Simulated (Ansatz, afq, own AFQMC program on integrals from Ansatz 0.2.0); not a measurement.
## BH3Br, doublet in cc-pVTZ, levels against AFQMC with the constraint released

```xyz
5

Br   -0.4292    0.0000    0.0000
H     1.1858    0.0000    0.0000
B     2.5008    0.0000    0.0000
H     3.0098    0.0000    1.0770
H     3.0098    0.0000   -1.0770
```

Connectivity, by distances: Br ··· BH2, 1 bridging H.

Basis cc-pVTZ. Only valence electrons are correlated. Ansatz 0.2.0 and our own AFQMC program on the same integrals; the CISD trial comes from CCSD amplitudes, and released means the phaseless constraint is let go. Uncertainties: one standard error, sampling alone. No spin–orbit coupling.

Determinant: UHF, the one that the program's search chose, which needn't be the lowest solution. The geometry is a point of a scan.

No full CI on the walks' own integrals is used here. The released AFQMC energy serves as the reference, which it does only where one determinant dominates, the energy is flat over the last release times and near the phaseless one (40 meV or 2 meV an electron, half that with transition metals). On small molecules, where full CI could be run and the noise was under 10 meV, such values lay within 10 meV of it in 19 cases of 20, a flattering rate, since the rule was set on those same cases; what remains of the bias isn't in the error bar.

Cautions: no relativity below Rb; no spin-orbit coupling; inner d shell frozen; the released value is read at 2.40 1/Eh (meV from the phaseless value at times in 1/Eh: 1 ± 6 at 0.24, -8 ± 6 at 0.51, -8 ± 6 at 0.99, -2 ± 6 at 1.62, 0 ± 8 at 2.40).

- T1 diagnostic: 0.0124
- weight of the determinant in the CISD state: 0.874
- ⟨S²⟩ of the determinant: 0.775
- size of the correlated space: 13 electrons in 100 orbitals

Reference: AFQMC with the constraint released, correlation energy -8.615 ± 0.008 eV.

| level | E − E(reference) (kJ/mol) | share of correlation (%) |
| --- | --- | --- |
| HF | 831.2 ± 0.8 | 0.00 |
| MP2 | 127.8 ± 0.8 | 84.63 |
| CCSD | 28.9 ± 0.8 | 96.52 |
| CCSD(T) | 2.9 ± 0.8 | 99.65 |
| ph-AFQMC/CISD | 0.0 ± 0.9 | 100.01 |

A walk keeps the symmetry of its determinant, which the program's search chose and which needn't be the lowest solution, so a lower state of the same spin and another symmetry isn't excluded. Released energies are given only where the last usable release times agree within the noise; a slower fall can still hide under it.
